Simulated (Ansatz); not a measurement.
Input file:

```yaml
crystal:
  periodic: [false, false, false]
  atoms:
    - {symbol: Al, position_ang: [0.000000, 1.074473, 1.436120]}
    - {symbol: Ge, position_ang: [0.000000, 0.113115, -0.885814]}
    - {symbol: Si, position_ang: [0.000000, -1.324798, 0.911389]}
basis:
  gaussian: {orbitals: cc-pVTZ}
total_charge: 1
magnetization: {spin_polarized: true, initial_magnetization: 2}
correlation: {method: ccsd_t, electrons: outside_noble_gas}
```

```sh
$ ansatz run in.yaml --threads 2 --pin off --events-out ev --progress --plain --max-ram 16896MiB --backend cuda --devices 0, --max-vram 18GiB
```

Log:

```
723 factors; integrals over basis functions are off by at most 1.2e-3 eV
mean field evaluation 1: about -70909.9501 eV, gradient 1.2e1 eV
mean field evaluation 2: about -70910.1700 eV, gradient 1.1e1 eV
mean field evaluation 4: about -70911.3775 eV, gradient 1.9e0 eV
mean field evaluation 8: about -70911.4912 eV, gradient 3.6e-1 eV
mean field evaluation 16: about -70911.5638 eV, gradient 1.0e0 eV
mean field evaluation 32: about -70911.3098 eV, gradient 1.2e0 eV
mean field evaluation 64: about -70911.5714 eV, gradient 2.6e-6 eV
mean field evaluation 96: about -70911.4889 eV, gradient 1.2e-1 eV
mean field evaluation 128: about -70911.6510 eV, gradient 6.6e-8 eV
mean field evaluation 160: about -70911.5072 eV, gradient 1.2e0 eV
...
mean field evaluation 1312: about -70909.5101 eV, gradient 5.2e0 eV
mean field evaluation 1344: about -70908.8721 eV, gradient 4.7e-1 eV
mean field evaluation 1376: about -70908.0513 eV, gradient 1.0e1 eV
mean field evaluation 1408: about -70907.6646 eV, gradient 5.5e0 eV
mean field evaluation 1440: about -70906.0503 eV, gradient 1.3e1 eV
mean field evaluation 1472: about -70908.6286 eV, gradient 6.3e0 eV
mean field evaluation 1504: about -70908.0787 eV, gradient 9.8e0 eV
mean field evaluation 1536: about -70911.5442 eV, gradient 8.7e-1 eV
mean field evaluation 1568: about -70910.9342 eV, gradient 5.8e-4 eV
mean field -70911.65099087 eV, -2605.9551082711 hartree, gradient 9.6e-8 eV, S^2 2.775007; 33 other end points of the search recorded, 0 dependent functions left out
determinant -70911.65099087 eV, -2605.9551082711 hartree, with singles and doubles -70918.13953508 eV, -2606.1935578729 hartree
determinant -70911.59691257 eV, -2605.9531209303 hartree, with singles and doubles -70918.17773892 eV, -2606.1949618378 hartree
determinant -70911.59194933 eV, -2605.9529385345 hartree, with singles and doubles -70918.17413707 eV, -2606.1948294723 hartree
determinant -70911.58924289 eV, -2605.9528390746 hartree, with singles and doubles -70917.86333260 eV, -2606.1834076188 hartree
determinant -70911.57144650 eV, -2605.9521850696 hartree, with singles and doubles -70918.15065360 eV, -2606.1939664708 hartree
determinant -70911.55404081 eV, -2605.9515454221 hartree, with singles and doubles -70917.86356226 eV, -2606.1834160587 hartree
determinant -70911.39960442 eV, -2605.9458699896 hartree, with singles and doubles -70917.96994200 eV, -2606.1873254418 hartree
determinant -70911.37618119 eV, -2605.9450092014 hartree, with singles and doubles -70917.45304393 eV, -2606.1683297883 hartree
determinant -70911.35759369 eV, -2605.9443261235 hartree, with singles and doubles -70917.29428564 eV, -2606.1624955289 hartree
determinant -70911.21825564 eV, -2605.9392055449 hartree, with singles and doubles -70917.40448102 eV, -2606.1665451344 hartree
determinant -70910.93420437 eV, -2605.9287668532 hartree, with singles and doubles -70917.07310754 eV, -2606.1543673835 hartree
determinant -70910.84230342 eV, -2605.9253895554 hartree, with singles and doubles -70917.48521372 eV, -2606.1695120061 hartree
determinant -70908.89231149 eV, -2605.8537286739 hartree, with singles and doubles -70914.70961392 eV, -2606.0675105951 hartree
determinant -70911.65099087 eV, -2605.9551082711 hartree, with singles and doubles -70918.13179516 eV, -2606.1932734360 hartree
determinant -70911.59691257 eV, -2605.9531209303 hartree, with singles and doubles -70918.13322472 eV, -2606.1933259712 hartree
determinant -70911.59194933 eV, -2605.9529385345 hartree, with singles and doubles -70918.13565463 eV, -2606.1934152687 hartree
determinant -70911.58924289 eV, -2605.9528390746 hartree, with singles and doubles -70917.84241215 eV, -2606.1826388064 hartree
determinant -70911.57144650 eV, -2605.9521850696 hartree, with singles and doubles -70918.11920690 eV, -2606.1928108259 hartree
determinant -70911.55404081 eV, -2605.9515454221 hartree, with singles and doubles -70917.84092848 eV, -2606.1825842827 hartree
determinant -70911.39960442 eV, -2605.9458699896 hartree, with singles and doubles -70917.88012122 eV, -2606.1840245894 hartree
24 core orbitals not correlated: weight in the atoms' cores, before any rotation towards them, 1.000 or more for the frozen orbitals, at most 0.000 for the correlated occupied ones
reference -70911.59691257 eV, -2605.9531209303 hartree; 6, 4 occupied and 81, 83 virtual orbitals, 723 factors
second order -5.54752975 eV of doubles, -0.00000000 eV of singles
cycle   1  -6.53631092 eV  change    1.2e-6 eV  update   3.6e-6
perturbative correction -0.55593524 eV, -0.0204302434 hartree
Total energy: -70918.68915873 eV, -2606.2137561695 hartree
```

Ran on 2 threads of AMD EPYC 7R13 with a shared H100 80 GB, shared host: 28 s wall, 0.86 GiB peak host memory.
